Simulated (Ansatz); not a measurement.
Species: Cl4Si, SMILES `Cl[Si](Cl)(Cl)Cl` (charge 0, multiplicity 1), formula Cl4Si.

Question: How many basis functions does frozen-core CCSD(T)/cc-pVTZ // B3LYP-D3(BJ)/def2-TZVP (Ansatz, a quantum-chemistry and plane-wave program) use, how many core orbitals are frozen, and how many electrons are correlated?

Answer: 170 basis functions and 25 frozen orbitals, which leaves 32 correlated electrons. Core time is of the order of seconds.
